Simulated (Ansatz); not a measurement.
H2Si, SMILES `[SiH2]` (lower singlet) (charge 0, multiplicity 1). This singlet lies 0.89 eV below the relaxed triplet at the level composite: frozen-core CCSD(T) with HF/cc-pV5Z and the correlation energy extrapolated as X^-3 from cc-pVQZ and cc-pV5Z, plus full CI minus CCSD(T) in cc-pVDZ // PBE0-D3(BJ)/def2-TZVP (Ansatz, a program for electronic structure).

All values below come from frozen-core CCSDT(Q)/cc-pVDZ // PBE0-D3(BJ)/def2-TZVP in Ansatz.

Ansatz 0.2 input:
```yaml
crystal:
  periodic: [false, false, false]
  atoms:
    - { symbol: Si, position_ang: [-0.003034, 0.711587, -0.000001] }
    - { symbol: H, position_ang: [-1.088452, -0.360441, 0.000004] }
    - { symbol: H, position_ang: [1.091485, -0.351147, -0.000003] }
basis:
  gaussian: { orbitals: cc-pVDZ }
correlation:
  method: ccsdt_q
```

Output:

```
Functional definition: HF
516 factors; integrals over basis functions are off by at most 1.9e-7 eV
mean field evaluation 1: about -7891.5034 eV, gradient 7.0e0 eV
mean field evaluation 2: about -7891.5047 eV, gradient 7.0e0 eV
mean field evaluation 4: about -7891.7999 eV, gradient 3.6e-1 eV
mean field evaluation 8: about -7891.8009 eV, gradient 1.4e-4 eV
mean field evaluation 16: about -7891.8009 eV, gradient 8.8e-7 eV
mean field -7891.80086401 eV, -290.0183324976 hartree, gradient 8.8e-7 eV, S^2 0.000000; 0 other end points of the search recorded, 0 dependent functions left out; unrestricted orbitals would lower it
5 core orbitals not correlated
reference -7891.80086401 eV, -290.0183324976 hartree; 3, 3 occupied and 20, 20 virtual orbitals, 516 factors
second order -2.40393725 eV of doubles, -0.00000000 eV of singles
cycle   1  -2.93303222 eV  change   -5.3e-1 eV  update   6.6e-2
cycle   2  -3.23558646 eV  change   -3.0e-1 eV  update   3.1e-2
cycle   3  -3.25386710 eV  change   -1.8e-2 eV  update   1.0e-2
cycle   4  -3.25790097 eV  change   -4.0e-3 eV  update   4.7e-3
cycle   5  -3.25652102 eV  change    1.4e-3 eV  update   1.9e-3
cycle   6  -3.25673584 eV  change   -2.1e-4 eV  update   7.9e-4
cycle   7  -3.25722261 eV  change   -4.9e-4 eV  update   2.9e-4
cycle   8  -3.25706200 eV  change    1.6e-4 eV  update   9.3e-5
cycle   9  -3.25701553 eV  change    4.6e-5 eV  update   2.6e-5
cycle  10  -3.25703596 eV  change   -2.0e-5 eV  update   7.8e-6
cycle  11  -3.25703695 eV  change   -9.9e-7 eV  update   2.6e-6
cycle  12  -3.25703731 eV  change   -3.5e-7 eV  update   1.0e-6
cycle  13  -3.25703646 eV  change    8.4e-7 eV  update   3.4e-7
cycle  14  -3.25703650 eV  change   -3.6e-8 eV  update   1.0e-7
perturbative correction -0.00249219 eV, -0.0000915862 hartree
Total energy: -7895.06039270 eV, -290.1381179674 hartree
```
